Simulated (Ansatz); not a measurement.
C3⁺: single points at one geometry.

```yaml
crystal:
  periodic: [false, false, false]
  atoms:
    - {symbol: C, position_ang: [-0.000247, -0.000206, 0.000352]}
    - {symbol: C, position_ang: [0.866183, -0.958262, 0.045111]}
    - {symbol: C, position_ang: [-0.865937, 0.958468, -0.045463]}
basis:
  gaussian: {orbitals: def2-TZVPP, initial_orbitals: start.molden}
total_charge: 1
magnetization: {spin_polarized: true, initial_magnetization: 1}
correlation: {method: ccsd_t}
scf: {omitted_lower_state_checks: [starts, cluster_reference]}
output: {orbitals: {seedname: orbitals}}
```

The file start.molden holds the orbitals of an earlier run on this structure, at another level or in another basis.

```sh
$ ansatz run in.yaml --threads 4 --pin off --events-out ev --progress --plain --max-ram 3916MiB
```

It prints (some lines left out):

```
Functional definition: HF
590 factors; integrals over basis functions are off by at most 9.1e-4 eV
mean field evaluation 1: about -3074.0248 eV, gradient 1.3e1 eV
mean field evaluation 2: about -3075.3646 eV, gradient 2.7e0 eV
mean field evaluation 4: about -3075.4377 eV, gradient 1.1e-1 eV
mean field evaluation 8: about -3075.4500 eV, gradient 2.1e-1 eV
mean field evaluation 16: about -3075.4520 eV, gradient 1.7e-6 eV
mean field -3075.45200390 eV, -113.0207765271 hartree, gradient 1.7e-6 eV, S^2 1.920046; 0 other end points of the search recorded, 0 dependent functions left out
3 core orbitals not correlated: weight in the atoms' cores, before any rotation towards them, 1.000 or more for the frozen orbitals, at most 0.000 for the correlated occupied ones
reference -3075.45200390 eV, -113.0207765271 hartree; 6, 5 occupied and 84, 85 virtual orbitals, 590 factors
second order -7.59796980 eV of doubles, -0.00000000 eV of singles
cycle   1  -8.12345231 eV  change   -5.3e-1 eV  update   1.2e-1
cycle   2  -8.62935923 eV  change   -5.1e-1 eV  update   6.6e-2
cycle   3  -8.95127622 eV  change   -3.2e-1 eV  update   5.8e-2
cycle   4  -9.09677382 eV  change   -1.5e-1 eV  update   3.6e-2
cycle   5  -9.18618939 eV  change   -8.9e-2 eV  update   2.2e-2
cycle   6  -9.25804151 eV  change   -7.2e-2 eV  update   1.4e-2
cycle   7  -9.27302307 eV  change   -1.5e-2 eV  update   8.5e-3
cycle   8  -9.29003627 eV  change   -1.7e-2 eV  update   6.1e-3
cycle   9  -9.29779127 eV  change   -7.8e-3 eV  update   4.1e-3
cycle  10  -9.29739163 eV  change    4.0e-4 eV  update   2.5e-3
cycle  11  -9.29907248 eV  change   -1.7e-3 eV  update   1.5e-3
cycle  12  -9.30029279 eV  change   -1.2e-3 eV  update   9.4e-4
cycle  13  -9.29982746 eV  change    4.7e-4 eV  update   5.1e-4
cycle  14  -9.29985677 eV  change   -2.9e-5 eV  update   3.0e-4
cycle  15  -9.29922171 eV  change    6.4e-4 eV  update   1.9e-4
cycle  16  -9.29910022 eV  change    1.2e-4 eV  update   1.3e-4
cycle  17  -9.29903675 eV  change    6.3e-5 eV  update   9.7e-5
cycle  18  -9.29913234 eV  change   -9.6e-5 eV  update   6.1e-5
cycle  19  -9.29919791 eV  change   -6.6e-5 eV  update   3.3e-5
cycle  20  -9.29919328 eV  change    4.6e-6 eV  update   1.9e-5
cycle  21  -9.29918351 eV  change    9.8e-6 eV  update   1.1e-5
cycle  22  -9.29917628 eV  change    7.2e-6 eV  update   6.3e-6
cycle  23  -9.29916800 eV  change    8.3e-6 eV  update   4.1e-6
perturbative correction -0.68971377 eV, -0.0253465134 hartree
Total energy: -3085.44088567 eV, -113.3878611614 hartree
Checks for a lower state left out: starts, cluster_reference
```

Run time 2 s (4 threads of Arm Neoverse V2 on a shared host).

First input, but with `gaussian: {orbitals: def2-TZVP, initial_orbitals: start.molden}`, `hamiltonian: {xc: r2scan, dispersion: d4}`, `scf: {omitted_lower_state_checks: [starts]}` and without the key `correlation` (abridged; 5.5 s):

```
Functional definition: r2SCAN
mean field evaluation 16: about -3090.4170 eV, gradient 7.3e-3 eV
mean field evaluation 32: about -3090.4170 eV, gradient 1.1e-5 eV
mean field -3090.41702331 eV, -113.5707308467 hartree, gradient 5.8e-7 eV, S^2 0.758728
Total energy: -3090.42400654 eV, -113.5709874756 hartree
Checks for a lower state left out: starts
```

The first input with `gaussian: {orbitals: def2-TZVP}`, `hamiltonian: {xc: pbe0, dispersion: d4}` and without the key `correlation`, `scf` (abridged; 3.1 s):

```
Functional definition: PBE0
mean field evaluation 16: about -3088.0282 eV, gradient 5.6e-1 eV
mean field evaluation 32: about -3088.1135 eV, gradient 2.8e-5 eV
mean field evaluation 64: about -3087.2918 eV, gradient 6.0e0 eV
mean field -3088.11350038 eV, -113.4860779405 hartree, gradient 2.7e-6 eV, S^2 0.970772; 9 other end points of the search recorded, 0 dependent functions left out
Total energy: -3088.13979387 eV, -113.4870442085 hartree
```

The first input with `gaussian: {orbitals: def2-TZVP, initial_orbitals: start.molden}`, `hamiltonian: {xc: pbe, dispersion: d4}`, `scf: {omitted_lower_state_checks: [starts]}` and without the key `correlation` (abridged; 0.6 s):

```
Functional definition: PBE
mean field -3088.63763252 eV, -113.5053394415 hartree, gradient 3.6e-6 eV, S^2 0.754331
Total energy: -3088.66967232 eV, -113.5065168822 hartree
Checks for a lower state left out: starts
```

Geometry: r2SCAN-D4/def2-TZVP, that of the neutral singlet.

Correlated methods freeze 3 core orbitals. At CCSD(T)/def2-TZVPP T1 of the charge 1 doublet is large (up to 0.107), so the single-reference result is doubtful. At CCSD(T)/def2-TZVPP, PBE0-D4/def2-TZVP the charge 1 doublet is spin-contaminated (final ⟨S²⟩ up to 1.92, 0.75 for a pure state). The structure comes from a short search, and lower isomers may exist.
